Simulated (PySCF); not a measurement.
SiCl₂ (singlet state).
Z-matrix (Å and degrees, GFN2-xTB geometry), rows numbered from 1:
```
Cl
Si  1  2.0524
Cl  2  2.0524  1  101.07
```

Level of theory: PBE0/pcSseg-1 in PySCF (dipole) on a GFN2-xTB geometry, gas phase.

Take the most abundant isotopes and a rigid rotor. 

Give the principal moments of inertia and the rotational constants in MHz.

Ia = 34.01, Ib = 175.58, Ic = 209.59 u·Å²; 505379 MHz·u·Å²/I gives A = 14860, B = 2878, C = 2411 MHz.

Classify the top.

A near-prolate asymmetric top. Ray's parameter κ = (2B − A − C)/(A − C) = -0.925; −1 is the prolate and +1 the oblate limit.

Predict some low-J microwave lines.

The dipole components are |μa| = 0.00 D, |μb| = 0.99 D, |μc| = 0.00 D; the symmetry axis of this C2v structure is b, so μa and μc vanish by symmetry and there are no a-type or c-type lines. Some lines, for components of 0.1 D or more:

```tsv
type	branch	J(Ka,Kc)	MHz	lower level (cm⁻¹)
b	Q	1(1,0) ← 1(0,1)	12449	0.176
b	Q	2(1,1) ← 2(0,2)	12929	0.529
b	R	1(1,1) ← 0(0,0)	17271	0.000
b	R	2(1,2) ← 1(0,1)	22094	0.176
b	Q	2(2,0) ← 2(1,1)	35959	0.960
b	Q	2(2,1) ← 2(1,2)	37346	0.913
b	R	2(2,1) ← 1(1,0)	46992	0.592
b	R	2(2,0) ← 1(1,1)	47472	0.576
```

Estimate the classical rotational partition function at 50 K, 100 K and 298.15 K.

Point group C2v, symmetry number σ = 2; q = (√π/σ)·√((kT/h)³/(ABC)), k/h = 20836.6 MHz/K: 2930 at 50 K, 8300 at 100 K, 42700 at 298.15 K.

No frequency check. No vibrational averaging or centrifugal distortion is included, and the geometry carries the error of its method. Quadrupole hyperfine structure (35Cl) is left out.

Hardware: one thread of an Arm Neoverse V1 (shared host). Cost: 2.7 s. This is the PBE0/pcSseg-1 job that gave the dipole, with the shieldings it also computed.
